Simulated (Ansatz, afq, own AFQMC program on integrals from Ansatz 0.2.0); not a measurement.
## NH3⁺, doublet in 6-31G, levels against full CI

```yaml
atoms:
  - { symbol: N, position_ang: [0.0000, 0.0000, 0.0000] }
  - { symbol: H, position_ang: [1.7634, 0.0237, -0.0001] }
  - { symbol: H, position_ang: [-0.9022, 1.5153, -0.0048] }
  - { symbol: H, position_ang: [-0.8612, -1.5390, 0.0049] }
```

Basis 6-31G. Only valence electrons are correlated. AFQMC by an in-house program on the Cholesky factors that Ansatz 0.2.0 writes for its CCSD(T) run. The CISD trial takes its coefficients from CCSD amplitudes. Released means that phaseless walkers are propagated on without the constraint, phases kept. Uncertainties: one standard error, sampling alone.

Determinant: ROHF, the one that the program's search chose, which needn't be the lowest solution. The geometry is a point of a scan.

Full CI on the same integrals is exact in this basis and with this determinant's frozen core.

Cautions: a spin-contaminated unrestricted determinant lies lower (UHF 1.31 eV lower, ⟨S²⟩ 1.80); strong correlation (T1 0.052, weight of the determinant 0.81, largest double 0.16); the released energies are still falling, so no released level is given (meV from the phaseless value at times in 1/Eh: -7 ± 6 at 0.24, -18 ± 6 at 0.51, -20 ± 6 at 0.99, -24 ± 5 at 1.62, -107 ± 74 at 2.40).

The T1 diagnostic is 0.0518 and the weight of the determinant in the CISD state is 0.808. The size of the correlated space is 7 electrons in 14 orbitals.

| level | correlation energy (eV) |
| --- | --- |
| MP2 | -3.9512 |
| CCSD | -4.9121 |
| CCSD(T) | -5.1084 |

Task: Estimate where phaseless AFQMC with a CISD trial lies against CCSD(T) on the same integrals.

Result: 0.41 ± 0.32 mEh above CCSD(T). The gap is under twice the noise, so this walk alone can't tell the two apart.

Reference: full CI, correlation energy -5.144 eV.

```json
{"level": "CCSD(T)", "E − E(reference) (mEh)": "1.30", "share of correlation (%)": "99.31"}
{"level": "CCSDT", "E − E(reference) (mEh)": "0.57", "share of correlation (%)": "99.70"}
{"level": "CCSDT(Q)", "E − E(reference) (mEh)": "-0.26", "share of correlation (%)": "100.14"}
{"level": "CCSDTQ", "E − E(reference) (mEh)": "0.10", "share of correlation (%)": "99.95"}
{"level": "ph-AFQMC/CISD", "E − E(reference) (mEh)": "1.70 ± 0.32", "share of correlation (%)": "99.10"}
```

CCSDT and higher add their correlation energy to the determinant of the CCSD(T) run, since their own runs factorise the integrals more tightly (a shift of under 2 meV). A walk keeps the symmetry of its determinant, which the program's search chose and which needn't be the lowest solution, so a lower state of the same spin and another symmetry isn't excluded.
